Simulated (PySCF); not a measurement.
## How well do the runs reproduce experiment for propyne?

**Measured values to compare with.**

From NIST CCCBDB Release 22 (SRD 101), experimental dipoles, for the gas: dipole moment (microwave Stark effect) 0.78 D.

The results are set against them at the end.

Propyne, C₃H₄.
SMILES with atom numbers: `[CH:1]#[C:2][CH3:3]` (hydrogens: H4 on C1; H5, H6, H7 on C3)

Geometry (GFN2-xTB, Å), atoms numbered from 1 in this order:
```xyz
7
C3H4 angstrom
C      1.6861   -0.1232   -0.0176
C      0.4932   -0.0347   -0.0076
C     -0.9484    0.0719    0.0039
H      2.7313   -0.2065   -0.0264
H     -1.3802   -0.6547   -0.6841
H     -1.2505    1.0732   -0.3023
H     -1.3282   -0.1211    1.0070
```

The PySCF runs (gas phase, on this GFN2-xTB geometry; no spin–orbit coupling):

| level | job | basis functions | wall time |
| --- | --- | --- | --- |
| PBE0/pcSseg-1 | shieldings, charges and field gradients | 71 | 5.0 s |
| B3LYP/pcJ-1 | spin–spin couplings from 7 perturbed nuclei | 121 | 10 s |

Hardware: Arm Neoverse N1, one thread, shared host.

**Comparison with experiment**

**Dipole moment.** Measured: 0.78 D (NIST CCCBDB Release 22 (SRD 101), experimental dipoles).

```tsv
level	computed (D)	computed − measured (D)	% (from the printed values)
PBE0/pcSseg-1	0.81	+0.03	+4
B3LYP/pcJ-1	0.79	+0.01	+1
```

Closest is B3LYP/pcJ-1 (+0.01 D), furthest PBE0/pcSseg-1 (+0.03 D); one molecule doesn't rank methods. The computed dipoles belong to one fixed geometry; measured ones are averaged over vibrations unless marked μe. Magnitudes are compared, not signs.

The geometry is computed, not the measured one. Where a level misses, the cause wasn't examined.
